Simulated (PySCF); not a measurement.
Working out the ionisation energy of S

S [Ne] 3s2 3p4 (3P) → S⁺ [Ne] 3s2 3p3 (4S). All numbers are calculated (PySCF 2.14, the spin-free X2C one-electron Hamiltonian (Gaussian nucleus), in aug-cc-pVTZ-DK (6s5p3d2f, 50 functions)). Frozen: [Ne]. Energies in hartree (1 hartree = 27.21139 eV):

```json
{"part": "UHF", "S (lower)": "-398.590772", "S⁺ (upper)": "-398.251797"}
{"part": "MP2 opposite-spin", "S (lower)": "-0.091027", "S⁺ (upper)": "-0.066031"}
{"part": "MP2 same-spin", "S (lower)": "-0.027480", "S⁺ (upper)": "-0.024340"}
```

Problem. What does Hartree-Fock give?

Solution. (-398.251797) − (-398.590772) = 0.338975 hartree = 9.224 eV.

Problem. What do MP2 and SCS-MP2 (6/5 opposite-spin, 1/3 same-spin) give?

Solution. The opposite-spin parts differ by 0.680 eV and the same-spin parts by 0.085 eV. MP2: 9.224 + (0.680) + (0.085) = 9.989 eV. SCS-MP2: 9.224 + 1.2 × (0.680) + (0.085)/3 = 10.068 eV.

Measured between the centres of the two terms (NIST): 10.336 eV, so MP2 (valence) is off by -0.347 eV.

What remains against the reference includes basis incompleteness, the frozen core and correlation beyond second order.
